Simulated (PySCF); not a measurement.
Helium: a sound run and one with changed settings

Sound run: He 1s2, He⁺ 1s1. Calculation: PySCF 2.14, in pcseg-2; no relativity, point nucleus. The sound run starts from symmetry-adapted Hartree-Fock orbitals and uses a fine grid where one is needed.

A second run was set up differently.

```
species  method  sound run (hartree)  changed run (hartree)  converged
     He     UHF             -2.86097               -2.86097        yes
     He     PBE             -2.89232               -2.89261        yes
     He    BP86             -2.90571               -2.90596        yes
    He⁺     UHF             -1.99826               -1.99826        yes
    He⁺     PBE             -1.99269               -1.99313        yes
    He⁺    BP86             -1.99166               -1.99177        yes
```

Ionisation energy of He:

```
method  sound run (eV)  changed run (eV)
   UHF          23.476            23.476
   PBE          24.480            24.476
  BP86          24.873            24.876
```

Q: What was changed?
A. too few SCF iterations
B. radial grid too coarse
C. basis contracted for another Hamiltonian
D. a valence shell is frozen

A: B. It used radial step 0.5 in ln r (0.13 in the sound run). A coarse radial grid mis-integrates the density and the exchange-correlation energy, with errors of either sign; Hartree-Fock needs no grid.
